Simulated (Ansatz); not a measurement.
```yaml
crystal:
  periodic: [false, false, false]
  atoms:
    - {symbol: C, position_ang: [0.125413, 1.919767, -0.680367]}
    - {symbol: C, position_ang: [-0.143624, -0.115987, 0.633770]}
    - {symbol: N, position_ang: [0.219199, -2.564086, -0.599881]}
    - {symbol: O, position_ang: [-0.118801, -4.319540, 0.678549]}
    - {symbol: H, position_ang: [-0.123403, 3.762930, 0.022585]}
    - {symbol: H, position_ang: [0.738250, 1.725864, -2.688960]}
    - {symbol: H, position_ang: [-0.703469, -0.281953, 2.692726]}
basis:
  gaussian: {orbitals: pcseg-2}
magnetization: {spin_polarized: true, initial_magnetization: 2}
hamiltonian: {xc: {name: BLYP}, dispersion: d4}
```

```sh
$ ansatz run in.yaml --threads 4 --pin off --events-out ev --progress --plain --max-ram 10444MiB
```

It prints (some lines left out):

```
Functional definition: BLYP
782 factors; their error is unknown
mean field evaluation 1: about -5601.4011 eV, gradient 6.8e1 eV
mean field evaluation 2: about -4763.8268 eV, gradient 1.7e2 eV
mean field evaluation 4: about -5529.4221 eV, gradient 1.2e2 eV
mean field evaluation 8: about -5631.5318 eV, gradient 1.7e1 eV
mean field evaluation 16: about -5633.7631 eV, gradient 1.5e-2 eV
mean field evaluation 32: about -5633.7702 eV, gradient 1.9e-4 eV
mean field -5633.77020086 eV, -207.0372361751 hartree, gradient 2.9e-6 eV, S^2 3.940708; 12 other end points of the search recorded, 0 dependent functions left out
reference -5633.77069150 eV, -207.0372542058 hartree; 16, 14 occupied and 146, 148 virtual orbitals, 782 factors
Total energy: -5633.94276603 eV, -207.0435778281 hartree
```

In this input the coordinates are in bohr but typed as ångström. Self-consistency was reached. The result belongs to that input, not to the molecule as meant.
